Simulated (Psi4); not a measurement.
# OMP2/aug-cc-pVDZ (density fitting for correlation) run of CH3FO (SMILES OCF)

Aim: the vertical electron affinity of CH3FO at OMP2/aug-cc-pVDZ (density fitting for correlation), from 2 runs. 

The results are computed with Psi4 1.11.

**1. The system as given**

CH3FO: 6 atoms, total charge 0, spin state singlet. As SMILES, `OCF`. The shape is that of a PBE0-D4/def2-TZVP optimisation. This is one conformer, not always the lowest.

Bond lengths: O1–C2 1.370 Å, C2–F3 1.381 Å, O1–H4 0.962 Å, C2–H5 1.096 Å, C2–H6 1.091 Å. Angles: O1–C2–F3 111.1°, O1–C2–H5 112.9°, O1–C2–H6 107.4°, F3–C2–H5 106.3°, F3–C2–H6 107.8°, C2–O1–H4 109.3°, H5–C2–H6 111.3°.

**2. A single-point energy at OMP2/aug-cc-pVDZ (density fitting for correlation)**

The input, ch3fo.xyz:

```xyz
6
CH3FO
O     -0.794000    -0.697200    -0.247400
C      0.250200     0.049000     0.230800
F     -0.094100     1.383200     0.323800
H     -0.928700    -0.495100    -1.178000
H      1.136800     0.004900    -0.412500
H      0.472100    -0.308800     1.237300
```

The input, run.py:

```python
import psi4

psi4.set_memory(1600000000)
psi4.set_num_threads(1)
psi4.core.set_output_file('output.dat', False)

with open('ch3fo.xyz') as f:
    atoms = ''.join(f.readlines()[2:])
m = psi4.geometry('0 1\n' + atoms + 'symmetry c1\nno_reorient\nno_com')

options = {'basis': 'aug-cc-pVDZ', 'puream': True, 'e_convergence': 1e-09, 'd_convergence': 1e-08, 'scf_type': 'pk', 'num_frozen_docc': 3}
psi4.set_options(options)

result = psi4.energy('omp2')
print('E =', round(result, 9))
```

Run with:

```
$ python run.py
```

output.dat:

```text
[...]
  Running in c1 symmetry.
[...]
  Nuclear repulsion =   79.440325172787965
[...]
  Multiplicity = 1
[...]
  Nalpha       = 13
  Nbeta        = 13
[...]
    Number of basis functions: 96
[...]
   @RHF iter   1:  -213.86158114544952   -6.30001e-01   4.40633e-03 ADIIS/DIIS
[...]
   @RHF iter  11:  -213.94014832347202   -9.00968e-12   7.12326e-09 DIIS
[...]
    Orbital Energies [Eh]
    ---------------------
    Doubly Occupied:
       1A    -26.298691     2A    -20.600208     3A    -11.377598
       4A     -1.610241     5A     -1.406301     6A     -0.943989
       7A     -0.765250     8A     -0.721587     9A     -0.712553
      10A     -0.632794    11A     -0.582321    12A     -0.533662
      13A     -0.498461
[...]
  @RHF Final Energy:  -213.94014832347202
   => Energetics <=
    Nuclear Repulsion Energy =             79.4403251727879649
    One-Electron Energy =                -453.3936359529209881
    Two-Electron Energy =                 160.0131624566610355
    Total Energy =                       -213.9401483234720160
[...]
 Multipole Moments:
 ------------------------------------------------------------------------------------
     Multipole            Electronic (a.u.)      Nuclear  (a.u.)        Total (a.u.)
 ------------------------------------------------------------------------------------
 L = 1.  Multiply by 2.5417464519 to convert [e a0] to [Debye]
 Dipole X            :          9.9791328           -9.4817008            0.4974320
 Dipole Y            :        -12.4059107           12.0303745           -0.3755363
 Dipole Z            :         -4.2045748            3.7163354           -0.4882394
 Magnitude           :                                                    0.7917347
[...]
	Warning: cc_lambda option is changed to TRUE
	For this residual convergence, default PCG convergence is:     1.00e-07
[...]
	DF-MP2 Total Energy (a.u.)         :  -214.49298762242825
[...]
	DF-MP2 Total Energy (a.u.)         :  -214.50045530710744
[...]
	DF-OMP2 Total Energy (a.u.)        :  -214.50045530711165
[...]
```

The script printed:

```text
E = -214.500455307
```

Wall time 20 s (1 thread of Intel Xeon Platinum 8275CL at 3.00GHz (Skylake/Cascade Lake), shared host); peak memory 0.36 GiB.

**3. The doublet anion, same level**

The input, calc.in:

```
memory 1600 mb

molecule {
  -1 2
  O
  C 1 R2
  F 2 R3 1 A3
  H 1 R4 2 A4 3 D4
  H 2 R5 1 A5 4 D5
  H 2 R6 5 A6 3 D6

  R2 = 1.369614
  R3 = 1.381043
  A3 = 111.08707
  R4 = 0.961772
  A4 = 109.27638
  D4 = 70.66928
  R5 = 1.096284
  A5 = 112.94101
  D5 = -48.61089
  R6 = 1.09101
  A6 = 111.32554
  D6 = -117.08973
  symmetry c1
}

set globals {
  reference uhf
  puream true
  e_convergence 1e-09
  d_convergence 1e-08
  scf_type pk
  num_frozen_docc 3
  maxiter 200
}

energy('omp2/aug-cc-pVDZ')
```

Run with:

```
$ psi4 calc.in calc.out -n 1
```

calc.out:

```text
[...]
  Running in c1 symmetry.
[...]
  Nuclear repulsion =   79.440343126426114
[...]
  Multiplicity = 2
[...]
  Nalpha       = 14
  Nbeta        = 13
[...]
    Number of basis functions: 96
[...]
   @UHF iter   1:  -213.77153266135446   -5.39951e-01   4.84469e-03 DIIS/ADIIS
[...]
   @UHF iter  18:  -213.90812049559517   -1.25624e-11   8.48471e-09 DIIS
[...]
   @S^2 Observed:                7.501244477E-01
[...]
    Orbital Energies [Eh]
    ---------------------
    Alpha Occupied:
       1A    -26.165410     2A    -20.454494     3A    -11.235739
       4A     -1.477157     5A     -1.262378     6A     -0.805490
       7A     -0.625540     8A     -0.586141     9A     -0.575686
      10A     -0.495704    11A     -0.445973    12A     -0.392417
      13A     -0.355491    14A      0.030922
    Alpha Virtual:
      15A      0.134249    16A      0.150611    17A      0.195487
      18A      0.225824    19A      0.258928    20A      0.280902
      21A      0.330113    22A      0.334124    23A      0.353360
      24A      0.365644    25A      0.404407    26A      0.432284
[...]
  @UHF Final Energy:  -213.90812049559517
   => Energetics <=
    Nuclear Repulsion Energy =             79.4403431264261144
    One-Electron Energy =                -456.9832383801638116
    Two-Electron Energy =                 163.6347747581425267
    Total Energy =                       -213.9081204955951705
  UHF NO Occupations:
  HONO-2 :   12  A 1.9999807
  HONO-1 :   13  A 1.9999794
[...]
 Multipole Moments:
 ------------------------------------------------------------------------------------
     Multipole            Electronic (a.u.)      Nuclear  (a.u.)        Total (a.u.)
 ------------------------------------------------------------------------------------
 L = 1.  Multiply by 2.5417464519 to convert [e a0] to [Debye]
 Dipole X            :          3.4684333           -0.7329302            2.7355031
 Dipole Y            :         -3.9250392            2.7408801           -1.1841591
 Dipole Z            :          1.6442049           -0.8487107            0.7954942
 Magnitude           :                                                    3.0851290
[...]
	Warning: cc_lambda option is changed to TRUE
	For this residual convergence, default PCG convergence is:     1.00e-07
[...]
	DF-SCS-MP2 Total Energy (a.u.)     :  -214.45074997761049
	DF-SOS-MP2 Total Energy (a.u.)     :  -214.44318674820124
[...]
	DF-SCS-OMP2 Total Energy (a.u.)    :  -214.45727130447906
	DF-SOS-OMP2 Total Energy (a.u.)    :  -214.40624150321753
	DF-SCS(N)-OMP2 Total Energy (a.u.) :  -214.16739547979839
[...]
	DF-OMP2 Total Energy (a.u.)        :  -214.47461701136962
[...]
```

Run time: 47 s. Hardware: 1 thread of Intel Xeon Platinum 8275CL at 3.00GHz (Skylake/Cascade Lake), shared host; peak memory 0.36 GiB.

**4. Summary of results**

At OMP2/aug-cc-pVDZ (density fitting for correlation), 3 core orbitals frozen:

| quantity | value |
| --- | --- |
| singlet CH3FO: total energy | -214.50046 Eh |
| singlet CH3FO: HOMO energy (Hartree–Fock orbitals) | -13.56 eV |
| singlet CH3FO: LUMO energy (Hartree–Fock orbitals) | 0.90 eV |
| singlet CH3FO: HOMO–LUMO gap (Hartree–Fock orbitals) | 14.46 eV |
| singlet CH3FO: correlation energy (3 core orbitals frozen) | -560.3 mEh |
| doublet anion: total energy | -214.47462 Eh |
| doublet anion: HOMO energy (Hartree–Fock orbitals) (highest over α and β) | 0.84 eV |
| doublet anion: LUMO energy (Hartree–Fock orbitals) (lowest over α and β) | 3.65 eV |
| doublet anion: correlation energy (3 core orbitals frozen) | -566.5 mEh |
| doublet anion: ⟨S²⟩ of the reference determinant | 0.750 |
| vertical electron affinity (to the doublet anion) | -0.703 eV |

In words: The anion lies 0.70 eV (67.8 kJ/mol) above the neutral: the electron isn't bound at this level, and such a value depends on the basis. The HOMO (doublet anion) lies at positive energy, 0.84 eV: the electron is unbound at this level or held by a compact basis; values depend on the basis.
